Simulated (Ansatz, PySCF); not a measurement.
Process, species as SMILES: P (PH3) + H+ -> [PH4+]
Geometries: B3LYP-D3(BJ)/def2-TZVP minima from Ansatz (a first-principles code).

Wanted: proton affinity (electronic energy difference), positive where the reaction releases energy, in eV. Correlated levels leave the core frozen unless marked. Spin-orbit coupling is left out. No relativistic terms. CBS marks a two-point X^-3 extrapolation of the correlation energy; Hartree-Fock from the larger set.

Level to compare with: CCSD(T)/CBS(cc-pV(T+d)Z,cc-pV(Q+d)Z) (Ansatz), 8.38 eV. It is a level with limits of its own, and the differences hold the functionals' basis error too.

**Question.** Rank these functionals by how close they come to CCSD(T)/CBS(cc-pV(T+d)Z,cc-pV(Q+d)Z), closest first: SVWN5/def2-TZVPD (Ansatz); BP86/def2-TZVPD (PySCF); PW6B95/def2-TZVPD (PySCF).

**Answer.** PW6B95/def2-TZVPD (hybrid meta-GGA, 8.35 eV, difference -0.03), BP86/def2-TZVPD (GGA, 8.28 eV, difference -0.10), SVWN5/def2-TZVPD (LDA, 7.95 eV, difference -0.43)
